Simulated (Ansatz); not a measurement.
**BSiHO (triplet): from a generated start to a stationary point**

Aim: relax a generated start of BSiHO (triplet) and see which bonds hold.

The runs use Ansatz 0.2.0, Gaussian basis; UKS PBE0/def2-TZVP.

## 1. Where the work starts

4 atoms, charge 0, spin multiplicity 3.

Atoms are counted from 1 here; the program's logs count them from 0.

Bond lengths: B1–Si2 1.805 Å, B1–H4 1.151 Å, Si2–O3 1.510 Å. Angles: Si2–B1–H4 180.0°, B1–Si2–O3 180.0°.

Geometry (Å):

```xyz
4

B     0.0000    0.0000   -0.9921
Si    0.0000    0.0000    0.8127
O     0.0000    0.0000    2.3227
H     0.0000    0.0000   -2.1432
```

The start was built by rule and, where that kept it together, relaxed with GFN2-xTB. Sticks and bond lists go by distance. 

## 2. The run

in.yaml

```yaml
crystal:
  periodic: [false, false, false]
  atoms:
    - {symbol: B, position_ang: [0.000000, 0.000000, -0.992080]}
    - {symbol: Si, position_ang: [0.000000, 0.000000, 0.812653]}
    - {symbol: O, position_ang: [0.000000, 0.000000, 2.322666]}
    - {symbol: H, position_ang: [0.000000, 0.000000, -2.143239]}
basis:
  gaussian: {orbitals: def2-TZVP}
magnetization: {spin_polarized: true, initial_magnetization: 2}
hamiltonian: {xc: pbe0}
relax: {f_tol: 0.004, max_steps: 80}
```

Run with:

```bash
ansatz run in.yaml --threads 1 --pin off --events-out ev --progress --plain --max-ram 2176MiB
```

Q: Predict the outcome of this session. Wanted: energy gained; shift from the start; total energy; dipole moment; ⟨S²⟩.

**Answer**, as computed:

```
                  quantity           value
                     steps               4
             energy gained        0.009 eV
shift from the start (rms)         0.010 Å
              total energy  -10608.7743 eV
             dipole moment          2.50 D
                      ⟨S²⟩           2.009
```

The bonds of the start are those of the end. B1–H4 went from 1.151 to 1.175 Å. No vibrations were run, so this is a stationary point, not a proven minimum, and this spin need not be the ground state's.
